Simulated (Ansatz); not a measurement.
Write a Python script for Ansatz's Python interface that makes a ranking of conformers of C2H5FOS, SMILES FCOCS. Settings (for the species named): PBE0, 6-31G* basis, multiplicity 1.

`run_conformers.py`:
```python
'''Rank force-field conformers of C2H5FOS by single points.'''

import ansatz as az
from rdkit import Chem
from rdkit.Chem import AllChem

rd = Chem.AddHs(Chem.MolFromSmiles('FCOCS'))
ids = list(AllChem.EmbedMultipleConfs(rd, numConfs=20, randomSeed=3, pruneRmsThresh=0.4))
field = [energy for _, energy in AllChem.MMFFOptimizeMoleculeConfs(rd)]
distinct = {round(e, 2): i for i, e in zip(ids, field)}
chosen = sorted(distinct.items())[:4]
found = []
for force_field, index in chosen:
    geometry = az.Crystal.molecule()
    for atom, xyz in zip(rd.GetAtoms(), rd.GetConformer(index).GetPositions()):
        geometry = geometry.atom(atom.GetSymbol(), xyz.round(5).tolist())
    calc = geometry.calculation().basis(gaussian='6-31G*').functional('pbe0')
    found.append(calc.run(threads=1, pin='off').report['free_energy_ev'])
print('conformer   MMFF (kcal/mol)   this level (kcal/mol)')
for (force_field, index), e in zip(chosen, found):
    print(f'{index:9d} {force_field - chosen[0][0]:17.2f} {23.060548 * (e - min(found)):17.3f}')
```

```console
$ python run_conformers.py
conformer   MMFF (kcal/mol)   this level (kcal/mol)
        5              0.00             0.952
        3              1.75             4.509
        1              2.42             0.000
        2              5.27             7.860
```

Caveats:
- These settings explore the input space; basis and method may be short of convergence.
- The conformers keep their force-field geometries.
- Timing: 12 s on 1 thread of Arm Neoverse V2, with other jobs on the host, peak memory 0.29 GiB.
